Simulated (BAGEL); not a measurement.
# [Si2NH6]− (SMILES [SiH3][N-][SiH3]): levels of theory compared

Aim: a comparison of 4 runs (B3LYP/6-31G*, B3LYP/6-311+G**, PBE0/6-311+G**, RI-MP2/6-311+G**) of [Si2NH6]−. 

The calculation is run with BAGEL 1.2.2.

3 further runs of the same task are left out: 1 that didn't finish, 2 set aside as unsound or not needed.

### Step 1. Starting point

[Si2NH6]− has 9 atoms, charge -1, and is taken as a singlet. As SMILES, `[SiH3][N-][SiH3]`. Geometry: relaxed at GFN2-xTB.

Bond lengths: Si1–N2 1.666 Å, N2–Si3 1.666 Å, Si1–H4 1.502 Å, Si1–H5 1.492 Å, Si1–H6 1.503 Å, Si3–H7 1.491 Å, Si3–H8 1.502 Å, Si3–H9 1.503 Å. Some angles: Si1–N2–Si3 137.5°, N2–Si1–H4 118.4°, N2–Si1–H5 108.4°, N2–Si1–H6 118.4°, N2–Si3–H7 108.4°, N2–Si3–H8 118.4°, N2–Si3–H9 118.4°, H4–Si1–H5 104.3°, H4–Si1–H6 101.4°, H5–Si1–H6 104.3°.

### Step 2. A single-point energy at B3LYP/6-31G(d) (density fitting with qzvpp-jkfit, spherical functions) (run 1)

Contents of job.json:

```json
{ "bagel": [

{
  "title": "molecule",
  "basis": "6-31gs.json",
  "df_basis": "qzvpp-jkfit",
  "angstrom": true,
  "geometry": [
    { "atom": "Si", "xyz": [   -0.698360,    1.051130,   -0.905720 ] },
    { "atom": "N", "xyz": [    0.561900,    0.137260,   -0.312440 ] },
    { "atom": "Si", "xyz": [    0.788820,   -1.029780,    0.854400 ] },
    { "atom": "H", "xyz": [   -1.847020,    0.341040,   -1.563290 ] },
    { "atom": "H", "xyz": [   -0.166370,    1.952870,   -1.968090 ] },
    { "atom": "H", "xyz": [   -1.418720,    1.972850,    0.037610 ] },
    { "atom": "H", "xyz": [    2.232040,   -1.405700,    0.869370 ] },
    { "atom": "H", "xyz": [    0.066700,   -2.338580,    0.704540 ] },
    { "atom": "H", "xyz": [    0.481000,   -0.681090,    2.283590 ] }
  ]
},
{
  "title": "ks",
  "xc_func": "b3lyp",
  "charge": -1
},
{
  "title": "print",
  "file": "orbitals.molden",
  "orbitals": true
}

]}
```

The basis set 6-31G* is read from a file made from the Basis Set Exchange's data (not shown).

Run with:

```
$ BAGEL_NUM_THREADS=1 BAGEL job.json > job.out
```

What it wrote:

```text
* using 1 threads per process

  ===============================================================
  ===============================================================

  *** Geometry ***

  { "atom" : "Si", "xyz" : [     -1.319709,      1.986348,     -1.711563 ] },
  { "atom" : "N", "xyz" : [      1.061837,      0.259384,     -0.590426 ] },
  { "atom" : "Si", "xyz" : [      1.490654,     -1.946002,      1.614582 ] },
[... 5 lines of this table left out ...]
  { "atom" : "H", "xyz" : [      0.908958,     -1.287074,      4.315360 ] },

  Number of auxiliary basis functions:      441

  Since a DF basis is specified, we compute 2- and 3-index integrals:
    o Being stored without compression. Storage requirement is 0.014 GB

  Number of basis functions:       62
  Number of electrons      :       41

    * METHOD: MOLECULE                             0.17

  *** Kohn-Sham DFT ***

    * Removing 14435 points whose weight is below 1.00e-10
    * Grid points: 119719

  === Nuclear Repulsion ===
   147.2928637377

       - DIIS with orbital gradients will be used.

  === KS iteration (b3lyp / 6-31gs.json) ===
      0       -608.14241908          0.17211733           0.29
      1       -619.63288126          0.08271610           0.28
      2       -600.03875530          0.22996632           0.27
[... 35 lines of this table left out ...]
     38       -637.38599705          0.00000000           0.28
    * SCF iteration converged.

    * Permanent dipole moment:
           (    0.299800,     0.074061,    -0.164820) a.u.

    * METHOD: KS                                  11.36

    * METHOD: PRINT                                0.01

  ===============================================================
```

Wall time 12 s (1 thread of Arm Neoverse V2, shared host); peak memory 0.38 GiB.

### Step 3. A single-point energy at B3LYP/6-311+G(d,p) (density fitting with qzvpp-jkfit) (run 2)

Contents of input.json:

```json
{ "bagel" : [

{
  "title" : "molecule",
  "basis" : "6-311+gss.json",
  "df_basis" : "qzvpp-jkfit",
  "angstrom" : true,
  "geometry" : [
    { "atom" : "Si", "xyz" : [   -0.698360,    1.051130,   -0.905720 ] },
    { "atom" : "N", "xyz" : [    0.561900,    0.137260,   -0.312440 ] },
    { "atom" : "Si", "xyz" : [    0.788820,   -1.029780,    0.854400 ] },
    { "atom" : "H", "xyz" : [   -1.847020,    0.341040,   -1.563290 ] },
    { "atom" : "H", "xyz" : [   -0.166370,    1.952870,   -1.968090 ] },
    { "atom" : "H", "xyz" : [   -1.418720,    1.972850,    0.037610 ] },
    { "atom" : "H", "xyz" : [    2.232040,   -1.405700,    0.869370 ] },
    { "atom" : "H", "xyz" : [    0.066700,   -2.338580,    0.704540 ] },
    { "atom" : "H", "xyz" : [    0.481000,   -0.681090,    2.283590 ] }
  ]
},
{ "title" : "ks", "xc_func" : "b3lyp", "charge" : -1 },
{ "title" : "print", "file" : "orbitals.molden", "orbitals" : true }

]}
```

The basis set 6-311+G** is read from a file made from the Basis Set Exchange's data (not shown).

Run with:

```
$ BAGEL_NUM_THREADS=1 BAGEL input.json > input.out
```

What it wrote:

```text
* using 1 threads per process

  ===============================================================
  ===============================================================

  *** Geometry ***

  { "atom" : "Si", "xyz" : [     -1.319709,      1.986348,     -1.711563 ] },
  { "atom" : "N", "xyz" : [      1.061837,      0.259384,     -0.590426 ] },
  { "atom" : "Si", "xyz" : [      1.490654,     -1.946002,      1.614582 ] },
[... 5 lines of this table left out ...]
  { "atom" : "H", "xyz" : [      0.908958,     -1.287074,      4.315360 ] },

  Number of auxiliary basis functions:      441

  Since a DF basis is specified, we compute 2- and 3-index integrals:
    o Being stored without compression. Storage requirement is 0.049 GB

  Number of basis functions:      118
  Number of electrons      :       41

    * METHOD: MOLECULE                             0.21

  *** Kohn-Sham DFT ***

    * Removing 14435 points whose weight is below 1.00e-10
    * Grid points: 119719

  === Nuclear Repulsion ===
   147.2928637377

       - DIIS with orbital gradients will be used.

  === KS iteration (b3lyp / 6-311+gss.json) ===
      0       -504.99678208          0.32919846           0.57
      1       -430.54729533          0.22349435           0.56
      2       -565.41486856          0.27029861           0.57
[... 16 lines of this table left out ...]
     19       -637.47743413          0.00000000           0.55
    * SCF iteration converged.

    * Permanent dipole moment:
           (    0.347250,     0.085451,    -0.191392) a.u.

    * METHOD: KS                                  12.37

    * METHOD: PRINT                                0.02

  ===============================================================
```

Run time: 13 s. Hardware: 1 thread of Arm Neoverse V2, shared host; peak memory 0.62 GiB.

Run 3 isn't shown in full; the table further down has it.

### Step 4. The energy at RI-MP2/6-311+G(d,p) (density fitting with qzvpp-jkfit) (run 4)

Contents of job.json:

```json
{ "bagel" : [

{
  "title" : "molecule",
  "basis" : "6-311+gss.json",
  "df_basis" : "qzvpp-jkfit",
  "angstrom" : true,
  "geometry" : [
    { "atom" : "Si", "xyz" : [   -0.698360,    1.051130,   -0.905720 ] },
    { "atom" : "N", "xyz" : [    0.561900,    0.137260,   -0.312440 ] },
    { "atom" : "Si", "xyz" : [    0.788820,   -1.029780,    0.854400 ] },
    { "atom" : "H", "xyz" : [   -1.847020,    0.341040,   -1.563290 ] },
    { "atom" : "H", "xyz" : [   -0.166370,    1.952870,   -1.968090 ] },
    { "atom" : "H", "xyz" : [   -1.418720,    1.972850,    0.037610 ] },
    { "atom" : "H", "xyz" : [    2.232040,   -1.405700,    0.869370 ] },
    { "atom" : "H", "xyz" : [    0.066700,   -2.338580,    0.704540 ] },
    { "atom" : "H", "xyz" : [    0.481000,   -0.681090,    2.283590 ] }
  ]
},
{ "title" : "hf", "charge" : -1 },
{ "title" : "mp2", "charge" : -1, "ncore" : 11 }

]}
```

The basis set 6-311+G** is read from a file made from the Basis Set Exchange's data (not shown).

Run with:

```
$ BAGEL_NUM_THREADS=1 BAGEL job.json > job.out
```

What it wrote:

```text
* using 1 threads per process

  ===============================================================
  ===============================================================

  *** Geometry ***

  { "atom" : "Si", "xyz" : [     -1.319709,      1.986348,     -1.711563 ] },
  { "atom" : "N", "xyz" : [      1.061837,      0.259384,     -0.590426 ] },
  { "atom" : "Si", "xyz" : [      1.490654,     -1.946002,      1.614582 ] },
[... 5 lines of this table left out ...]
  { "atom" : "H", "xyz" : [      0.908958,     -1.287074,      4.315360 ] },

[... 23 lines left out ...]
    * SCF iteration converged.
[... 1 line left out ...]
    * Permanent dipole moment:
[... 2 lines left out ...]
    * METHOD: HF                                   1.39

  *** RHF ***

  === Nuclear Repulsion ===
   147.2928637377

      * DIIS with orbital gradients will be used.

  === RHF iteration (6-311+gss.json) ===
      0       -635.86588087          0.00000000           0.09
    * SCF iteration converged.

    * Permanent dipole moment:
           (    0.450444,     0.111187,    -0.248120) a.u.

  === DF-MP2 calculation ===

    * freezing 11 orbitals
    * 3-index integral transformation done
    * assembly done

      MP2 correlation energy:   -0.4048923245      0.05

      MP2 total energy:       -636.2707731906

    * METHOD: MP2                                  0.25

  ===============================================================
```

Wall time 2 s (1 thread of Arm Neoverse V2, shared host); peak memory 0.15 GiB.

### Step 5. The series

| run | level | frozen core orbitals | energy (Eh) | HOMO energy (eV) | LUMO energy (eV) | HOMO–LUMO gap (eV) | wall time |
| --- | --- | --- | --- | --- | --- | --- | --- |
| 1 | B3LYP/6-31G* (density fitting with qzvpp-jkfit, spherical functions) | – | -637.385997 | -0.56 | 5.73 | 6.30 | 12 s |
| 2 | B3LYP/6-311+G** (density fitting with qzvpp-jkfit) | – | -637.477434 | -1.10 | 3.48 | 4.58 | 13 s |
| 3 | PBE0/6-311+G** (density fitting with qzvpp-jkfit) | – | -637.105082 | -1.33 | 3.67 | 5.00 | 12 s |
| 4 | RI-MP2/6-311+G** (density fitting with qzvpp-jkfit) | 11 | -636.270773 | – | – | – | 2 s |

### Step 6. What came out

```
                                           quantity          value
                                run 4: total energy  -636.27077 Eh
run 4: correlation energy (11 core orbitals frozen)     -404.9 mEh
```

**Reading.** Over runs 1, 2, 3 the HOMO–LUMO gap runs from 4.58 eV (B3LYP/6-311+G**) to 6.30 eV (B3LYP/6-31G*). The empty levels of an anion lie above zero and hang on the basis. Totals of different functionals can't be ranked against each other. All runs together took 39 s, the longest 13 s.
